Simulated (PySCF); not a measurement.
# CCl⁺, MP2: how much the basis matters

PySCF, RHF reference; singlet, unpaired electrons none; De to C⁺ + Cl without counterpoise correction. Frozen cores follow the default of each basis and core potential.

```csv
basis,relativity,functions,Re (Å),ωe (cm⁻¹),De (eV),frozen orbitals
cc-pVDZ/cc-pV(D+d)Z,no relativity,37,1.542,1255,6.38,6
aug-cc-pVDZ/aug-cc-pV(D+d)Z,no relativity,55,1.547,1232,6.35,6
def2-TZVPPD,no relativity,88,1.531,1240,6.72,6
```

**Question.** How does each smaller set differ from the one with most functions, def2-TZVPPD?

**Answer.** cc-pVDZ/cc-pV(D+d)Z: +1.1 pm, +1.2 % in ωe, -0.34 eV in De; aug-cc-pVDZ/aug-cc-pV(D+d)Z: +1.6 pm, -0.6 % in ωe, -0.37 eV in De. All at MP2; the set with most functions is neither the basis-set limit nor always the best.

Correlated steps freeze 6 core orbitals. Correlated levels converge slowly with the basis: in double zeta they bind strong bonds too weakly, by up to about 1 eV, and carry superposition errors of some tenths. For an ion De counts to the pair picked by the measured ionisation energies or electron affinities, which need not be the lowest pair at this level. Where the molecule has an RHF reference, its open-shell atoms are computed with UHF.
